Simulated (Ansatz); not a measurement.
A made-up structure of MgAlSiH5, singlet:

Mg1  (-1.571, 1.339, -2.041)
Al2  (0.504, -0.933, 1.318)
Si3  (0.654, 0.554, -0.649)
H4  (-2.974, 1.822, -2.898)
H5  (1.970, 0.970, -0.986)
H6  (-0.323, -0.263, 2.403)
H7  (1.817, -1.354, 1.958)
H8  (-0.245, -2.207, 0.961)
(Å)

It is relaxed with PBE-D4/def2-SVP and then PBE0-D4/def2-TZVP (Ansatz 0.2.0). Atoms count as bonded within 1.22 times the sum of their covalent radii (H–H: 0.88 Å). The end point is not checked to be a true minimum.

Task: Does its bonding change? (Judge from chemistry; the calculation decides.)

Result: The calculation gives: Yes. Formed: Si3–H6; broken: Al2–H6.

Where it ends: The first stage lowers the energy by 2.34 eV in 30 steps. It ends as MgAlSiH₅ ([MgH][SiH2][AlH2]):
| atom | x (Å) | y (Å) | z (Å) |
| --- | --- | --- | --- |
| Mg1 | -1.2900 | 0.9716 | -1.8037 |
| Al2 | 0.6097 | -1.4667 | 1.0374 |
| Si3 | 0.2458 | 0.7945 | 0.2563 |
| H4 | -2.3101 | 1.0664 | -3.1671 |
| H5 | 1.5531 | 1.4383 | -0.0922 |
| H6 | -0.3559 | 1.6284 | 1.3462 |
| H7 | 1.7789 | -2.3584 | 0.4267 |
| H8 | -0.4012 | -2.1454 | 2.0632 |

Labels in which every atom is bracketed show which atoms are joined, not bond orders.

For scale, one of the runs: PBE0-D4/def2-TZVP relaxation, 136 basis functions, launched by `ansatz run in.yaml --threads 2 --pin off --events-out ev --progress --plain --max-ram 4352MiB`. Hardware: 2 CPU threads of an Arm Neoverse V2, shared host. Wall time about 18 s.
